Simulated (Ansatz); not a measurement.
# OSi: the cost of one run

Computed with Ansatz 0.2.0 (DFT unrestricted PBE0, Gaussian basis aug-cc-pwCVTZ, unless a step's input says otherwise).

## 1. The system as given

Bond lengths: Si1–O2 1.520 Å.

Structure file:

```xyz
2

Si    0.0000    0.0000    0.0000
O     0.0000    0.0000    1.5200
```

## 2. Single point: OSi, charge +1

File input.yaml:

```yaml
crystal:
  periodic: [false, false, false]
  atoms:
    - { symbol: Si, position_ang: [0.0, 0.0, 0.0] }
    - { symbol: O, position_ang: [0.0, 0.0, 1.52] }
magnetization:
  spin_polarized: true
  initial_magnetization: 1
total_charge: 1
basis:
  gaussian:
    orbitals: aug-cc-pwCVTZ.json
    occupation: { up: { A1: 7, B1: 2, B2: 2 }, down: { A1: 6, B1: 2, B2: 2 } }
hamiltonian:
  xc: pbe0
output:
  orbitals: {}
```

The run is started by

```
> ansatz run input.yaml --threads 1 --pin off --max-ram 3072MiB --backend cpu --events-out ev --progress --plain --runs-dir out
```

Q: Estimate wall time and peak memory on 1 thread of Intel Xeon at 2.30GHz, shared host.

About 4.7 s, with a peak of 0.32 GiB.
